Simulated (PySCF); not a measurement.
Species, as SMILES: [N+]([O-])#N.
Geometry (B3LYP-D3(BJ)/def2-TZVP, fixed):
```xyz
3

N      0.0000     0.0000    -1.1943
N      0.0000     0.0000    -0.0734
O      0.0000     0.0000     1.1093
```
Charge 0, spin multiplicity 1.

Basis-set convergence of the isotropic shielding of N2 at HF with PySCF. GIAO, no density fitting; atoms are numbered in the order shown. All functions are spherical. No added dispersion term, no relativity. Reference: the value in pcseg-3, -34.57 ppm, itself unsure by roughly 4.95 ppm (its distance from pcSseg-2).

```json
[
 {"basis": "STO-3G", "functions": "15", "isotropic shielding of N2 (ppm)": "?"},
 {"basis": "6-31G", "functions": "27", "isotropic shielding of N2 (ppm)": "-26.48"},
 {"basis": "pcSseg-0", "functions": "27", "isotropic shielding of N2 (ppm)": "-59.64"},
 {"basis": "pcseg-1", "functions": "42", "isotropic shielding of N2 (ppm)": "-19.44"},
 {"basis": "pcSseg-1", "functions": "51", "isotropic shielding of N2 (ppm)": "-27.89"},
 {"basis": "6-31+G*", "functions": "54", "isotropic shielding of N2 (ppm)": "4.79"},
 {"basis": "def2-SVPD", "functions": "63", "isotropic shielding of N2 (ppm)": "0.23"},
 {"basis": "6-311+G**", "functions": "66", "isotropic shielding of N2 (ppm)": "-24.62"},
 {"basis": "aug-cc-pVDZ", "functions": "69", "isotropic shielding of N2 (ppm)": "?"},
 {"basis": "6-311++G(2d,2p)", "functions": "81", "isotropic shielding of N2 (ppm)": "-24.63"},
 {"basis": "pcseg-2", "functions": "90", "isotropic shielding of N2 (ppm)": "-32.85"},
 {"basis": "pcSseg-2", "functions": "108", "isotropic shielding of N2 (ppm)": "-29.62"},
 {"basis": "6-311++G(3df,3pd)", "functions": "117", "isotropic shielding of N2 (ppm)": "-23.28"},
 {"basis": "jun-cc-pV(T+d)Z", "functions": "117", "isotropic shielding of N2 (ppm)": "-23.05"},
 {"basis": "cc-pCVTZ", "functions": "129", "isotropic shielding of N2 (ppm)": "?"},
 {"basis": "aug-cc-pVTZ", "functions": "138", "isotropic shielding of N2 (ppm)": "-23.28"},
 {"basis": "def2-QZVPP", "functions": "171", "isotropic shielding of N2 (ppm)": "?"},
 {"basis": "def2-QZVPPD", "functions": "192", "isotropic shielding of N2 (ppm)": "-30.03"}
]
```

Task: What belongs in the gaps?

Result: 
- STO-3G, isotropic shielding of N2 (ppm): 111.32
- aug-cc-pVDZ, isotropic shielding of N2 (ppm): -1.36
- cc-pCVTZ, isotropic shielding of N2 (ppm): -23.84
- def2-QZVPP, isotropic shielding of N2 (ppm): -30.06
